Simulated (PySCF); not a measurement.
# NH: energy against distance

Set-up: basis H cc-pVDZ, N cc-pVDZ; no relativity; PySCF 2.14. Energies in eV from H + N in their ground configurations at the same level. State: ³Σ⁻ (triplet), unpaired electrons π ↑↑.

All columns are B3LYP. A positive dipole means H(−)N(+).

```json
{"R (Å)": "0.905", "E (eV)": "-3.060", "μ (D)": "-1.61", "Mulliken charge on H (basis-dependent)": "0.09", "HOMO (eV)": "-8.87", "LUMO (eV)": "-2.51", "Mayer bond order": "1.02", "⟨S²⟩": "2.00"}
{"R (Å)": "0.947", "E (eV)": "-3.356", "μ (D)": "-1.58", "Mulliken charge on H (basis-dependent)": "0.10", "HOMO (eV)": "-8.85", "LUMO (eV)": "-2.49", "Mayer bond order": "1.01", "⟨S²⟩": "2.00"}
{"R (Å)": "0.989", "E (eV)": "-3.529", "μ (D)": "-1.55", "Mulliken charge on H (basis-dependent)": "0.11", "HOMO (eV)": "-8.84", "LUMO (eV)": "-2.47", "Mayer bond order": "1.00", "⟨S²⟩": "2.00"}
{"R (Å)": "1.020", "E (eV)": "-3.595", "μ (D)": "-1.53", "Mulliken charge on H (basis-dependent)": "0.11", "HOMO (eV)": "-8.84", "LUMO (eV)": "-2.46", "Mayer bond order": "0.99", "⟨S²⟩": "2.00"}
{"R (Å)": "1.052", "E (eV)": "-3.617", "μ (D)": "-1.50", "Mulliken charge on H (basis-dependent)": "0.12", "HOMO (eV)": "-8.84", "LUMO (eV)": "-2.45", "Mayer bond order": "0.98", "⟨S²⟩": "2.00"}
{"R (Å)": "1.084", "E (eV)": "-3.604", "μ (D)": "-1.47", "Mulliken charge on H (basis-dependent)": "0.12", "HOMO (eV)": "-8.84", "LUMO (eV)": "-2.45", "Mayer bond order": "0.98", "⟨S²⟩": "2.01"}
{"R (Å)": "1.126", "E (eV)": "-3.542", "μ (D)": "-1.42", "Mulliken charge on H (basis-dependent)": "0.12", "HOMO (eV)": "-8.85", "LUMO (eV)": "-2.45", "Mayer bond order": "0.97", "⟨S²⟩": "2.01"}
{"R (Å)": "1.178", "E (eV)": "-3.412", "μ (D)": "-1.36", "Mulliken charge on H (basis-dependent)": "0.12", "HOMO (eV)": "-8.87", "LUMO (eV)": "-2.45", "Mayer bond order": "0.97", "⟨S²⟩": "2.01"}
{"R (Å)": "1.241", "E (eV)": "-3.200", "μ (D)": "-1.29", "Mulliken charge on H (basis-dependent)": "0.12", "HOMO (eV)": "-8.90", "LUMO (eV)": "-2.46", "Mayer bond order": "0.97", "⟨S²⟩": "2.01"}
{"R (Å)": "1.325", "E (eV)": "-2.864", "μ (D)": "-1.18", "Mulliken charge on H (basis-dependent)": "0.12", "HOMO (eV)": "-8.95", "LUMO (eV)": "-2.48", "Mayer bond order": "0.96", "⟨S²⟩": "2.01"}
```

A fit through these points gives, at Re = 1.055 Å, μ = -1.49 D and dμ/dR = 0.955 D/Å; the reduced mass is 0.9402 u.

**Question.** How strong is the fundamental in the double-harmonic approximation, I = 42.26·(dμ/dR)²/μred km/mol?

**Answer.** I = 42.26·(0.955)²/0.9402 = 41.0 km/mol at B3LYP.

The state was picked by a PBE0 search and need not be the measured ground state.
